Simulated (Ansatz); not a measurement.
in.yaml

```yaml
crystal:
  periodic: [false, false, false]
  atoms:
    - {symbol: S, position_ang: [0.000269, -0.039316, 0.002553]}
    - {symbol: H, position_ang: [-0.000565, 1.302022, -0.008600]}
    - {symbol: H, position_ang: [0.047399, 0.005763, 1.468914]}
    - {symbol: H, position_ang: [-0.055378, -0.057052, -1.541538]}
basis:
  gaussian: {orbitals: 6-31G}
total_charge: 1
magnetization: {spin_polarized: false, initial_magnetization: 2}
correlation: {method: ccsdt_q, electrons: outside_noble_gas}
```

```sh
$ ansatz run in.yaml --threads 1 --pin off --events-out ev --progress --plain --max-ram 2393MiB
```

The program prints:

```
388 factors; integrals over basis functions are off by at most 7.1e-8 eV
mean field evaluation 1: about -10849.0895 eV, gradient 8.1e0 eV
mean field evaluation 2: about -10849.0958 eV, gradient 8.1e0 eV
mean field evaluation 4: about -10849.4072 eV, gradient 4.7e-1 eV
mean field evaluation 8: about -10849.4215 eV, gradient 1.9e-2 eV
mean field evaluation 16: about -10849.4052 eV, gradient 3.3e-1 eV
mean field -10849.42147355 eV, -398.7088851509 hartree, gradient 1.0e-6 eV, S^2 2.000000; 0 other end points of the search recorded, 0 dependent functions left out
5 core orbitals not correlated: weight in the atoms' cores, before any rotation towards them, 1.000 or more for the frozen orbitals, at most 0.000 for the correlated occupied ones
reference -10849.42147355 eV, -398.7088851509 hartree; 5, 3 occupied and 9, 11 virtual orbitals, 388 factors
second order -1.50751334 eV of doubles, -0.13064486 eV of singles
cycle   1  -2.00784154 eV  change   -3.6e-1 eV  update   5.6e-2
cycle   2  -2.21901573 eV  change   -2.1e-1 eV  update   2.6e-2
cycle   3  -2.24049796 eV  change   -2.1e-2 eV  update   9.1e-3
cycle   4  -2.24521484 eV  change   -4.7e-3 eV  update   3.6e-3
cycle   5  -2.24480301 eV  change    4.1e-4 eV  update   1.0e-3
cycle   6  -2.24472502 eV  change    7.8e-5 eV  update   3.3e-4
cycle   7  -2.24475910 eV  change   -3.4e-5 eV  update   9.1e-5
cycle   8  -2.24471814 eV  change    4.1e-5 eV  update   3.1e-5
cycle   9  -2.24471051 eV  change    7.6e-6 eV  update   1.2e-5
cycle  10  -2.24471840 eV  change   -7.9e-6 eV  update   4.8e-6
cycle  11  -2.24471869 eV  change   -2.9e-7 eV  update   1.9e-6
cycle  12  -2.24471835 eV  change    3.3e-7 eV  update   6.3e-7
perturbative correction -0.00066161 eV, -0.0000243138 hartree
Total energy: -10851.66685352 eV, -398.7914013427 hartree
```

For the same geometry and basis full CI lies 0.2 meV lower.

Ran on 1 thread of Arm Neoverse V1, shared host: 0.66 s wall, 0.07 GiB peak host memory.
